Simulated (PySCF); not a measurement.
# Spin–spin coupling constants

Geometry:
```
atom   x (Å)   y (Å)   z (Å)
  O1   2.127  -0.312   0.152
  C2   1.033  -0.150   0.073
  C3  -0.552   0.073  -0.003
  F4  -0.704   1.304  -0.395
  F5  -0.973  -0.800  -0.870
  H6  -0.928  -0.112   1.022
```

Total charge +1.

Couplings: B3LYP/pcJ-1 in PySCF 2.14, geometry PBE0-D3(BJ)/def2-SVP; gas phase, one conformer, non-relativistic. Couplings are averaged over pairs made equivalent by symmetry, fast rotation or ring inversion, so a value needn't be that of the named pair in this geometry, while other rotamers aren't included; one pair stands for each set, and the list holds those of at least 0.8 Hz over up to four bonds. One-bond C–F couplings come out tens of Hz too large with common functionals.

Isotopes: $^{13}$C, $^{19}$F, $^{1}$H, $^{17}$O. Couplings to quadrupolar nuclei such as 17O and 33S are rarely resolved in practice.

```tsv
pair	bonds	J (Hz)
O1, C2	1	12.0
C2, C3	1	27.1
C3, F4	1	-396.1
C3, H6	1	252.5
O1, C3	2	4.8
C2, F4	2	?
C2, H6	2	25.9
F4, F5	2	?
F4, H6	2	?
O1, F4	3	1.1
O1, H6	3	-3.1
```

Task: Estimate the withheld couplings, with signs.

Result: 
- $^{2}J$(C2,F4) = 57.0 Hz (angle at C3 105°)
- $^{2}J$(F4,F5) = 246.5 Hz (angle at C3 113°)
- $^{2}J$(F4,H6) = 52.9 Hz (angle at C3 113°)
